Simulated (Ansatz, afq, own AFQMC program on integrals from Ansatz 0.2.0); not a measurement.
## AlNH2, triplet → AlNH2⁺, doublet

```xyz
4

Al    0.0000    0.0000    0.6865
N     0.0000    0.0000   -1.0849
H     0.0000    0.8334   -1.6498
H     0.0000   -0.8334   -1.6498
```

Connectivity, by distances: Al–NH2.

E(doublet, charge +1) − E(triplet, charge +0) at this geometry, on UHF and UHF determinants.

Basis cc-pVDZ. Noble-gas cores (and the filled d shells of Ga–Kr and In–Xe) are frozen. Integrals, coupled cluster, full CI and functionals: Ansatz 0.2.0; the random walks run on the same integrals in our own AFQMC program. The CISD trial takes its coefficients from CCSD amplitudes. Released means that phaseless walkers are propagated on without the constraint, phases kept. Uncertainties: one standard error, sampling alone. The errors of all members are added in quadrature.

No full CI on the walks' own integrals is used here; CCSDT(Q) serves as the reference and is uncertain by about the last step of the cluster series. Each member takes its own surest rung, up to full CI.

The best estimate is CCSD(T) at the basis-set limit (CBS: def2-TZVPP and def2-QZVPP, with their diffuse functions for anions and beside diffuse sets, CCSD(T) itself extrapolated) plus the step from CCSD(T) to CCSDT(Q) in cc-pVDZ. Rows without CBS are in cc-pVDZ, the functionals in def2-TZVP; B2PLYP and the wave-function rows carry a basis error of their own. Core correlation and relativity beyond core potentials are missing, and ± holds the sampling alone.

Cautions: AlNH₂ (triplet): another spin lies lower.

Best estimate: 5.950 eV.

| level | vertical ionization energy (eV) | error against the best estimate (eV) |
| --- | --- | --- |
| HF | 5.637 | -0.313 |
| MP2 | 5.721 | -0.228 |
| CCSD | 5.775 | -0.175 |
| CCSD(T) | 5.771 | -0.179 |
| CCSDT | 5.771 | -0.178 |
| CCSDT(Q) | 5.770 | -0.180 |
| ph-AFQMC/CISD | 5.768 ± 0.007 | -0.182 ± 0.007 |
| released AFQMC | 5.770 ± 0.006 | -0.179 ± 0.006 |
| HF/CBS | 5.703 | -0.246 |
| MP2/CBS | 5.887 | -0.062 |
| CCSD(T)/CBS | 5.951 | 0.001 |
| PBE | 5.906 | -0.043 |
| r2SCAN | 5.990 | 0.040 |
| PBE0 | 5.958 | 0.009 |
| B3LYP | 5.853 | -0.097 |
| wB97M-V | 5.565 | -0.384 |
| B2PLYP | 5.757 | -0.193 |

Correlation beyond CCSD(T) changes it by less than 2 meV. Going to the basis-set limit adds 0.180 eV at CCSD(T). The perturbative (T) step is worth −0.004 eV. The functionals spread over 0.425 eV; PBE0 and r2SCAN come nearest and wB97M-V is 0.384 eV too low.

Best estimates are given only where the step beyond CCSD(T) is under 0.3 eV and no member's determinant is very poor (T1 over 0.05, or 0.07 for open shells, ⟨S²⟩ too high by 0.3, two states mixed), so the hardest cases are missing from such tables.

The functionals ran in a triple-zeta set and keep a basis error of their own, a few kJ/mol for each bond in atomization energies and more for double hybrids, so close places among them and the extrapolated levels can swap.

CCSDT and higher add their correlation energy to the determinant of the CCSD(T) run, since their own runs factorise the integrals more tightly (a shift of under 2 meV). Each member of a difference takes its own highest rung, so a best estimate needn't equal the limit plus the step of one row. A walk keeps the symmetry of its determinant, which the program's search chose and which needn't be the lowest solution, so a lower state of the same spin and another symmetry isn't excluded. Released energies are given only where the last usable release times agree within the noise; a slower fall can still hide under it.
